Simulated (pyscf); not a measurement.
Single points on ωB97X-D3(BJ)/def2-SVP structures (PySCF, gas phase). MP2 and CC: frozen core, UHF for open shells. ΔMP2 is the change of the MP2 total energy from the triple- to the quadruple-zeta basis.

Problem. PBE/def2-TZVP puts the barrier of F–SiH₂• + NH₃ -> H₂N–SiH₂–F + H• (substitution at N; doublet surface; H–N broken, N–Si formed) at 10.8 kcal/mol and the reaction energy at +0.3 kcal/mol, from the separated reactants. What do B3LYP-D3(BJ)/def2-TZVP, M06-2X/def2-TZVP, CCSD(T)/def2-TZVPP + ΔMP2(QZVPP) give on the same structures?

Solution. B3LYP-D3(BJ): ΔE‡ = 14.5 kcal/mol, ΔE = -0.2 kcal/mol; M06-2X: ΔE‡ = 17.7 kcal/mol, ΔE = -3.8 kcal/mol; CCSD(T): ΔE‡ = 18.3 kcal/mol, ΔE = -2.2 kcal/mol. PBE's barrier lies under all of them, by 3.7 to 7.5 kcal/mol. Its reaction energy lies over all of them, by 0.5 to 4.1 kcal/mol. Low barriers are usual for a GGA, whose delocalisation error favours stretched bonds. On the reactant side the descent ends in a complex, 6.9 kcal/mol under the separated species and 25.8 kcal/mol under the saddle at ωB97X-D3(BJ)/def2-TZVP. One saddle was located; it need not be the lowest between these sides. The angle at the attacked N is 130°. The CCSD(T) − MP2 part came from Ansatz, without density fitting, on the same reference.
